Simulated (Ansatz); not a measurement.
# Nudged elastic band run: CH$_{2}$NSi, charge +1

The input (input.yaml):

```yaml
crystal:
  periodic: [false, false, false]
  atoms:
    - { symbol: "N", position_ang: [0.963041, -1.358994, 1.583498] }
    - { symbol: C, position_ang: [0.468384, -0.660892, 0.770342] }
    - { symbol: Si, position_ang: [-0.284828, 0.401888, -0.468096] }
    - { symbol: H, position_ang: [-1.449628, -0.137909, -1.222377] }
    - { symbol: H, position_ang: [0.30303, 1.755907, -0.663357] }
total_charge: 1
basis:
  gaussian: { orbitals: def2-SVP }
hamiltonian:
  xc: pbe
  dispersion: d4
neb:
  order_check: false
  images: 6
  f_tol: 0.03
  max_iterations: 60
  climbing: false
  final_atoms:
    - { symbol: "N", position_ang: [0.27749585, -0.39161122, 0.45650371] }
    - { symbol: C, position_ang: [-0.25640581, 0.36184746, -0.42199153] }
    - { symbol: Si, position_ang: [0.97277498, -1.37282849, 1.60107027] }
    - { symbol: H, position_ang: [-1.13052576, 0.01667981, -1.01987714] }
    - { symbol: H, position_ang: [0.13665974, 1.38591244, -0.61569531] }
  initial_path:
    images:
      - { positions_ang: [[0.963041, -1.358994, 1.583498], [0.468384, -0.660892, 0.770342], [-0.284828, 0.401888, -0.468096], [-1.449628, -0.137909, -1.222377], [0.30303, 1.755907, -0.663357]] }
      - { positions_ang: [[0.87423463, -1.38378792, 1.47208313], [0.38982218, -0.64165018, 0.7162605], [-0.36300308, 0.51279523, -0.45142973], [-1.22133073, -0.26250202, -1.01538779], [0.320276, 1.77514488, -0.72151611]] }
      - { positions_ang: [[0.78542826, -1.40858183, 1.36066825], [0.31126035, -0.62240836, 0.66217901], [-0.44117816, 0.62370245, -0.43476346], [-0.99303345, -0.38709503, -0.80839858], [0.337522, 1.79438277, -0.77967522]] }
      - { positions_ang: [[0.6966219, -1.43337575, 1.24925338], [0.23269853, -0.60316653, 0.60809751], [-0.51935324, 0.73460968, -0.41809719], [-0.76473618, -0.51168805, -0.60140937], [0.354768, 1.81362065, -0.83783433]] }
      - { positions_ang: [[0.59868688, -1.29517821, 1.08825419], [0.12915712, -0.4570609, 0.43776415], [-0.33969567, 0.48107875, -0.12250201], [-0.71915014, -0.48960393, -0.57248082], [0.33100082, 1.76076429, -0.83102551]] }
      - { positions_ang: [[0.4916232, -0.99398922, 0.8776707], [0.00063615, -0.18409145, 0.15117893], [0.09779454, -0.13689033, 0.45202208], [-0.85627535, -0.32084268, -0.72161293], [0.26622046, 1.63581367, -0.75924878]] }
      - { positions_ang: [[0.38455953, -0.69280022, 0.6670872], [-0.12788483, 0.08887801, -0.1354063], [0.53528476, -0.75485941, 1.02654618], [-0.99340055, -0.15208143, -0.87074503], [0.2014401, 1.51086306, -0.68747204]] }
      - { positions_ang: [[0.27749585, -0.39161122, 0.45650371], [-0.25640581, 0.36184746, -0.42199153], [0.97277498, -1.37282849, 1.60107027], [-1.13052576, 0.01667981, -1.01987714], [0.13665974, 1.38591244, -0.61569531]] }
```

Run as:

```bash
$ ansatz run input.yaml --threads 1 --pin off --max-ram 2048MiB --backend cpu --events-out ev --progress --plain --runs-dir out
```

Output, in part (warnings, iteration lines, the closing report on the highest movable image, with atoms numbered from 0):

```
NEB end point (image 0): max|allowed force component| = 5.930e-3 eV/Å (the criterion of neb.relax_end_points is 1.000e-2)
NEB end point (image 7): max|allowed force component| = 4.223e-4 eV/Å (the criterion of neb.relax_end_points is 1.000e-2)
NEB iter   1: max|band force component| = 4.828e3 eV/Å  barrier→ = 917.4355 eV  barrier← = 919.2908 eV  Δτ_max = 0.1907 Å  (420 SCF iters)
NEB iter   2: max|band force component| = 3.976e3 eV/Å  barrier→ = 771.9368 eV  barrier← = 773.7920 eV  Δτ_max = 0.1428 Å  (281 SCF iters)
NEB iter   3: max|band force component| = 1.801e3 eV/Å  barrier→ = 386.8141 eV  barrier← = 388.6693 eV  Δτ_max = 0.2000 Å  (245 SCF iters)
NEB iter   4: max|band force component| = 9.275e2 eV/Å  barrier→ = 247.5105 eV  barrier← = 249.3658 eV  Δτ_max = 0.2000 Å  (194 SCF iters)
NEB iter   5: max|band force component| = 4.113e2 eV/Å  barrier→ = 152.9467 eV  barrier← = 154.8020 eV  Δτ_max = 0.1924 Å  (195 SCF iters)
NEB iter   6: max|band force component| = 2.444e2 eV/Å  barrier→ = 98.9708 eV  barrier← = 100.8260 eV  Δτ_max = 0.1979 Å  (230 SCF iters)
NEB iter   7: max|band force component| = 1.660e2 eV/Å  barrier→ = 59.1720 eV  barrier← = 61.0273 eV  Δτ_max = 0.2000 Å  (214 SCF iters)
NEB iter   8: max|band force component| = 1.145e2 eV/Å  barrier→ = 35.6537 eV  barrier← = 37.5089 eV  Δτ_max = 0.2000 Å  (205 SCF iters)
NEB iter   9: max|band force component| = 4.517e1 eV/Å  barrier→ = 13.3534 eV  barrier← = 15.2087 eV  Δτ_max = 0.2000 Å  (212 SCF iters)
NEB iter  10: max|band force component| = 2.968e1 eV/Å  barrier→ = 10.0905 eV  barrier← = 11.9458 eV  Δτ_max = 0.2000 Å  (205 SCF iters)
NEB iter  11: max|band force component| = 2.383e1 eV/Å  barrier→ = 7.2457 eV  barrier← = 9.1010 eV  Δτ_max = 0.2000 Å  (199 SCF iters)
NEB iter  12: max|band force component| = 1.361e1 eV/Å  barrier→ = 4.5043 eV  barrier← = 6.3595 eV  Δτ_max = 0.2000 Å  (201 SCF iters)
NEB iter  13: max|band force component| = 9.435e0 eV/Å  barrier→ = 3.7186 eV  barrier← = 5.5739 eV  Δτ_max = 0.2000 Å  (204 SCF iters)
NEB iter  14: max|band force component| = 8.062e0 eV/Å  barrier→ = 2.6751 eV  barrier← = 4.5303 eV  Δτ_max = 0.2000 Å  (204 SCF iters)
NEB iter  15: max|band force component| = 4.433e0 eV/Å  barrier→ = 2.2155 eV  barrier← = 4.0708 eV  Δτ_max = 0.2000 Å  (202 SCF iters)
NEB iter  16: max|band force component| = 2.685e0 eV/Å  barrier→ = 1.6357 eV  barrier← = 3.4910 eV  Δτ_max = 0.2000 Å  (197 SCF iters)
NEB iter  17: max|band force component| = 1.506e0 eV/Å  barrier→ = 1.6445 eV  barrier← = 3.4997 eV  Δτ_max = 0.1997 Å  (197 SCF iters)
NEB iter  18: max|band force component| = 4.076e0 eV/Å  barrier→ = 1.6512 eV  barrier← = 3.5065 eV  Δτ_max = 0.0968 Å  (197 SCF iters)
NEB iter  19: max|band force component| = 1.675e0 eV/Å  barrier→ = 1.5205 eV  barrier← = 3.3757 eV  Δτ_max = 0.1886 Å  (189 SCF iters)
NEB iter  20: max|band force component| = 1.624e0 eV/Å  barrier→ = 1.6118 eV  barrier← = 3.4670 eV  Δτ_max = 0.2000 Å  (197 SCF iters)
NEB iter  21: max|band force component| = 2.525e0 eV/Å  barrier→ = 1.5207 eV  barrier← = 3.3760 eV  Δτ_max = 0.0958 Å  (186 SCF iters)
NEB iter  22: max|band force component| = 6.753e-1 eV/Å  barrier→ = 1.4933 eV  barrier← = 3.3485 eV  Δτ_max = 0.2000 Å  (176 SCF iters)
NEB iter  23: max|band force component| = 9.447e-1 eV/Å  barrier→ = 1.4932 eV  barrier← = 3.3485 eV  Δτ_max = 0.0988 Å  (181 SCF iters)
NEB iter  24: max|band force component| = 3.198e-1 eV/Å  barrier→ = 1.4898 eV  barrier← = 3.3451 eV  Δτ_max = 0.1861 Å  (173 SCF iters)
NEB iter  25: max|band force component| = 1.076e0 eV/Å  barrier→ = 1.5765 eV  barrier← = 3.4318 eV  Δτ_max = 0.1013 Å  (180 SCF iters)
NEB iter  26: max|band force component| = 3.252e-1 eV/Å  barrier→ = 1.4720 eV  barrier← = 3.3272 eV  Δτ_max = 0.1960 Å  (181 SCF iters)
NEB iter  27: max|band force component| = 1.250e0 eV/Å  barrier→ = 1.6482 eV  barrier← = 3.5035 eV  Δτ_max = 0.0968 Å  (178 SCF iters)
NEB iter  28: max|band force component| = 5.934e-1 eV/Å  barrier→ = 1.5926 eV  barrier← = 3.4478 eV  Δτ_max = 0.1623 Å  (167 SCF iters)
NEB iter  29: max|band force component| = 8.588e-1 eV/Å  barrier→ = 1.4209 eV  barrier← = 3.2762 eV  Δτ_max = 0.0759 Å  (186 SCF iters)
NEB iter  30: max|band force component| = 3.586e-1 eV/Å  barrier→ = 1.4805 eV  barrier← = 3.3357 eV  Δτ_max = 0.1618 Å  (171 SCF iters)
NEB iter  31: max|band force component| = 1.067e0 eV/Å  barrier→ = 1.5516 eV  barrier← = 3.4068 eV  Δτ_max = 0.0835 Å  (181 SCF iters)
NEB iter  32: max|band force component| = 2.392e-1 eV/Å  barrier→ = 1.4651 eV  barrier← = 3.3204 eV  Δτ_max = 0.1618 Å  (172 SCF iters)
NEB iter  33: max|band force component| = 3.942e-1 eV/Å  barrier→ = 1.4853 eV  barrier← = 3.3406 eV  Δτ_max = 0.0823 Å  (189 SCF iters)
NEB iter  34: max|band force component| = 4.120e-1 eV/Å  barrier→ = 1.4810 eV  barrier← = 3.3363 eV  Δτ_max = 0.0417 Å  (173 SCF iters)
NEB iter  35: max|band force component| = 3.275e-1 eV/Å  barrier→ = 1.4723 eV  barrier← = 3.3275 eV  Δτ_max = 0.0828 Å  (168 SCF iters)
NEB iter  36: max|band force component| = 1.304e0 eV/Å  barrier→ = 1.4794 eV  barrier← = 3.3347 eV  Δτ_max = 0.0412 Å  (184 SCF iters)
NEB iter  37: max|band force component| = 3.096e-1 eV/Å  barrier→ = 1.4755 eV  barrier← = 3.3307 eV  Δτ_max = 0.0728 Å  (172 SCF iters)
NEB iter  38: max|band force component| = 2.358e-1 eV/Å  barrier→ = 1.4716 eV  barrier← = 3.3269 eV  Δτ_max = 0.0362 Å  (166 SCF iters)
NEB iter  39: max|band force component| = 3.235e-1 eV/Å  barrier→ = 1.4792 eV  barrier← = 3.3345 eV  Δτ_max = 0.0378 Å  (174 SCF iters)
NEB iter  40: max|band force component| = 3.593e-1 eV/Å  barrier→ = 1.4753 eV  barrier← = 3.3305 eV  Δτ_max = 0.0158 Å  (174 SCF iters)
NEB iter  41: max|band force component| = 2.607e-1 eV/Å  barrier→ = 1.4753 eV  barrier← = 3.3306 eV  Δτ_max = 0.0711 Å  (166 SCF iters)
NEB iter  42: max|band force component| = 3.464e-1 eV/Å  barrier→ = 1.5315 eV  barrier← = 3.3867 eV  Δτ_max = 0.0362 Å  (172 SCF iters)
NEB iter  43: max|band force component| = 3.381e-1 eV/Å  barrier→ = 1.4889 eV  barrier← = 3.3442 eV  Δτ_max = 0.0327 Å  (157 SCF iters)
NEB iter  44: max|band force component| = 2.318e-1 eV/Å  barrier→ = 1.4802 eV  barrier← = 3.3355 eV  Δτ_max = 0.0168 Å  (173 SCF iters)
NEB iter  45: max|band force component| = 2.323e-1 eV/Å  barrier→ = 1.4766 eV  barrier← = 3.3318 eV  Δτ_max = 0.0708 Å  (153 SCF iters)
NEB iter  46: max|band force component| = 3.570e-1 eV/Å  barrier→ = 1.5299 eV  barrier← = 3.3851 eV  Δτ_max = 0.0362 Å  (174 SCF iters)
NEB iter  47: max|band force component| = 1.552e-1 eV/Å  barrier→ = 1.4885 eV  barrier← = 3.3438 eV  Δτ_max = 0.0734 Å  (164 SCF iters)
NEB iter  48: max|band force component| = 2.832e-1 eV/Å  barrier→ = 1.5259 eV  barrier← = 3.3811 eV  Δτ_max = 0.0359 Å  (177 SCF iters)
NEB iter  49: max|band force component| = 1.252e-1 eV/Å  barrier→ = 1.5761 eV  barrier← = 3.4314 eV  Δτ_max = 0.0232 Å  (176 SCF iters)
NEB iter  50: max|band force component| = 3.733e-2 eV/Å  barrier→ = 1.5643 eV  barrier← = 3.4196 eV  Δτ_max = 0.0045 Å  (177 SCF iters)
NEB iter  51: max|band force component| = 1.311e-2 eV/Å  barrier→ = 1.5678 eV  barrier← = 3.4231 eV  Δτ_max = 0.0000 Å  (311 SCF iters)
Total energy: -10413.34692933 eV, -382.6834412326 hartree
Atom 0 at     0.658767    -1.716122     1.484507 Å, force     0.118883     0.240974    -0.021063 eV/Å
Atom 1 at     0.585288    -0.699073     0.884512 Å, force     0.372320     0.345102     0.155050 eV/Å
Atom 2 at     0.074812     0.595764    -0.246583 Å, force    -1.665051    -0.836034    -1.037493 eV/Å
Atom 3 at    -1.077476     0.057950    -1.003379 Å, force    -0.373636    -1.208117     0.265032 eV/Å
Atom 4 at    -0.241391     1.761480    -1.119047 Å, force     1.547484     1.458075     0.638474 eV/Å
Dipole moment:    -0.127565     0.945981    -0.609228 e Å
```

It converged. The profile has 2 maxima (images 1, 3) with wells between them (image 2): this band takes more than one step, which may be the mechanism or a detour left from its start path. Neighbouring images differ by up to 1.6 eV, so the band resolves the path poorly. No image climbed, so the highest image needn't sit at the top of the path. The orbitals stay closed-shell, which can raise the energy where a bond breaks towards radicals; this wasn't checked here. Limits of this set-up: the dipole of an ion depends on the origin.

Final band (atoms are numbered from 1 in the order of the input):

| image | path coordinate (Å) | energy (eV) | C2–Si3 (Å) | Si3–H4 (Å) | Si3–H5 (Å) |
| --- | --- | --- | --- | --- | --- |
| 0 | 0.00 | 0.00 | 1.80 | 1.49 | 1.49 |
| 1 | 1.09 | 1.57 | 1.79 | 1.48 | 1.49 |
| 2 | 2.19 | 1.18 | 1.84 | 2.09 | 1.87 |
| 3 | 3.28 | 1.24 | 1.87 | 1.93 | 1.80 |
| 4 | 4.37 | 1.21 | 2.32 | 2.47 | 1.56 |
| 5 | 5.47 | -0.12 | 2.15 | 3.07 | 1.60 |
| 6 | 6.56 | -0.88 | 2.55 | 3.62 | 2.65 |
| 7 | 7.65 | -1.86 | 2.93 | 3.64 | 3.64 |

Time of the run: 2.7 min on 1 thread of Intel(R) Xeon(R) 6975P-C (Granite Rapids), on a shared host, peak memory 0.11 GiB.
